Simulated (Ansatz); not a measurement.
The input, for Ansatz 0.2.0:

```yaml
crystal:
  periodic: [false, false, false]
  atoms:
    - {symbol: C, position_ang: [0.000000, 0.000000, 1.813037]}
    - {symbol: Ge, position_ang: [0.000000, 0.000000, -0.097202]}
    - {symbol: O, position_ang: [0.000000, 0.000000, -1.715835]}
basis:
  gaussian: {orbitals: cc-pVDZ}
correlation: {method: sc_nevpt2, electrons: outside_noble_gas, active_space: {window: {electrons: 6, orbitals: 4}}}
scf: {lower_state_search: off}
```

```sh
$ ansatz run in.yaml --threads 1 --pin off --events-out ev --progress --plain --max-ram 2393MiB
```

Roughly how long does this take on 1 thread of Arm Neoverse V1, shared host, and how much host memory?

3 s wall and 0.17 GiB.

```
these checks for a lower state are left out or cut short: stability, starts, cluster_reference, orbital_swaps, neighbouring_geometries, increment
594 factors; integrals over basis functions are off by at most 6.6e-4 eV
mean field evaluation 1: about -59527.8054 eV, gradient 4.7e1 eV
mean field evaluation 2: about -59527.8641 eV, gradient 4.7e1 eV
mean field evaluation 4: about -59532.9936 eV, gradient 3.4e0 eV
mean field evaluation 8: about -59533.0805 eV, gradient 3.5e-1 eV
mean field evaluation 16: about -59533.0817 eV, gradient 2.1e-6 eV
mean field -59533.08166711 eV, -2187.8003982941 hartree, gradient 2.1e-6 eV, S^2 0.000000; 0 other end points of the search recorded, 0 dependent functions left out
reference -59533.08166711 eV, -2187.8003982941 hartree; 23, 23 occupied and 32, 32 virtual orbitals, 594 factors
state -59533.89281717 eV, -2187.8302075091 hartree
state -59533.89281717 eV, -2187.8302075091 hartree; corrected -59543.16353597 eV, -2188.1709001411 hartree
Total energy: -59543.16353597 eV, -2188.1709001411 hartree
Checks for a lower state left out: stability, starts, cluster_reference, orbital_swaps, neighbouring_geometries, increment
```

Natural occupations: 1.9997 1.9979 1.9124 0.0900.
